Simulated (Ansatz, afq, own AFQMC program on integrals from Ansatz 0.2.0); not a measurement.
Where AFQMC and coupled cluster stand for Si, triplet

A free Si atom.

Basis 6-31G. Only valence electrons are correlated. Integrals, coupled cluster, full CI and functionals: Ansatz 0.2.0; the random walks run on the same integrals in our own AFQMC program. ph-AFQMC/CISD is guided by a CISD state made of CCSD amplitudes; releasing the constraint for a short imaginary time cuts its bias at the price of noise, slowly where states lie close. Free AFQMC starts from the CCSD state and is never constrained. Its projection time is finite, and what remains of the start isn't in its error. Error bars are statistical, one sigma.

Determinant: UHF, the one that the program's search chose, which needn't be the lowest solution.

Full CI on the same integrals is exact in this basis and with this determinant's frozen core.

- T1 diagnostic: 0.0054
- weight of the determinant in the CISD state: 0.972
- ⟨S²⟩ of the determinant: 2.000
- size of the correlated space: 4 electrons in 8 orbitals

| level | correlation energy (eV) |
| --- | --- |
| MP2 | -0.3962 |
| CCSD | -0.6383 |
| CCSD(T) | -0.6416 |

Problem. Estimate where phaseless AFQMC with a CISD trial lies against CCSD(T) on the same integrals.

Solution. 0.1 ± 0.01 kJ/mol below CCSD(T).

Reference: full CI, correlation energy -0.643 eV. The released energy is read at 1.50 1/Eh (meV from the phaseless value at times in 1/Eh: -0.20 ± 0.14 at 0.24, -0.16 ± 0.09 at 0.50, -0.07 ± 0.14 at 1.00, -0.26 ± 0.08 at 1.50).

```csv
level,E − E(reference) (kJ/mol),share of correlation (%)
CCSD(T),0.1,99.79
CCSDT,0.0,100.00
CCSDT(Q),0.0,100.00
ph-AFQMC/HF,2.8 ± 0.8,95.43
ph-AFQMC/CISD,0.0 ± 0.01,99.96
released AFQMC,0.0 ± 0.01,100.00
free AFQMC,0.0 ± 0.01,100.01
```

CCSDT and higher add their correlation energy to the determinant of the CCSD(T) run, since their own runs factorise the integrals more tightly (a shift of under 2 meV). Free projections are given only where their last times agree within the noise and don't stop above the reference; a slow remainder of the start can still hide under it. A walk keeps the symmetry of its determinant, which the program's search chose and which needn't be the lowest solution, so a lower state of the same spin and another symmetry isn't excluded. Released energies are given only where the last usable release times agree within the noise; a slower fall can still hide under it.
